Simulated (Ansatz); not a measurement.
# CH7AlO: the cost of one run

All numbers are computed with Ansatz 0.2.0 through its Python package. Level of theory: B3LYP/pcseg-2.

### 1 The structure

Bond lengths: C1–O2 1.349 Å, O2–Al3 1.833 Å, C1–H4 1.143 Å, C1–H5 1.110 Å, C1–H6 1.151 Å, O2–H7 0.987 Å, Al3–H8 1.548 Å, Al3–H9 1.647 Å, Al3–H10 1.628 Å. Angles (14 of 15 angles, heavy atoms first): C1–O2–Al3 107.8°, C1–O2–H7 107.5°, Al3–O2–H7 104.1°, O2–C1–H4 106.6°, O2–C1–H5 116.4°, O2–C1–H6 113.1°, O2–Al3–H8 111.6°, O2–Al3–H9 110.9°, O2–Al3–H10 109.8°, H4–C1–H5 107.5°, H4–C1–H6 102.1°, H5–C1–H6 110.0°, H8–Al3–H9 110.2°, H8–Al3–H10 107.6°.

The script holds or builds the structure itself.

### 2 The code

The input, run_tae.py:

```python
from collections import Counter
from dataclasses import dataclass

import ansatz as az
from ase import Atoms


@dataclass
class RunConfig:
    basis: str = "pcseg-2"
    xc: str = "B3LYP"


opts = RunConfig()


def energy_of(molecule, charge=0, unpaired=0):
    calc = molecule.calculation().basis(gaussian=opts.basis).functional(opts.xc)
    if charge:
        calc = calc.charge(charge)
    if unpaired:
        calc = calc.spin("collinear", total=unpaired)
    report = calc.run().report
    if report["published_state_doubts"]:
        print("  doubts:", report["published_state_doubts"])
    return report["free_energy_ev"]


def main() -> None:
    atoms = Atoms(["C", "O", "Al", "H", "H", "H", "H", "H", "H", "H"], positions=[
        [-0.941, 0.6143, -0.5998],
        [0.3692, 0.32, -0.7299],
        [0.8999, -0.555, 0.7911],
        [-1.245, 1.1791, -1.5463],
        [-1.6318, -0.2477, -0.4894],
        [-1.1495, 1.3926, 0.2225],
        [0.4507, -0.3611, -1.44],
        [0.1165, -1.8749, 0.9917],
        [0.7335, 0.4124, 2.1135],
        [2.4806, -0.9309, 0.6895],
    ])
    molecule = az.Crystal.molecule_from_ase(atoms)

    unpaired = {"C": 2, "O": 2, "Al": 1, "H": 1}
    counts = Counter(site.symbol for site in molecule.cartesian_sites)
    atom_energy = {s: energy_of(az.Crystal.molecule().atom(s, (0, 0, 0)), 0, unpaired[s]) for s in counts}
    whole = energy_of(molecule, 0, 0)
    for s, e in atom_energy.items():
        print(f"{s:2s} x{counts[s]}  {e:14.5f} eV")
    print(f"CH7AlO: {whole:.5f} eV")
    split = sum(counts[s] * e for s, e in atom_energy.items()) - whole
    print(f"atomisation energy (no zero-point term): {23.060548 * split:.1f} kcal/mol, {split / sum(counts.values()):.3f} eV an atom")


if __name__ == "__main__":
    main()
```

### 3 Running it

Command:

```sh
$ python run_tae.py
```

What time and memory should one allow on 1 thread of Arm Neoverse V1, shared host?

About 7 s, with a peak of 0.42 GiB.
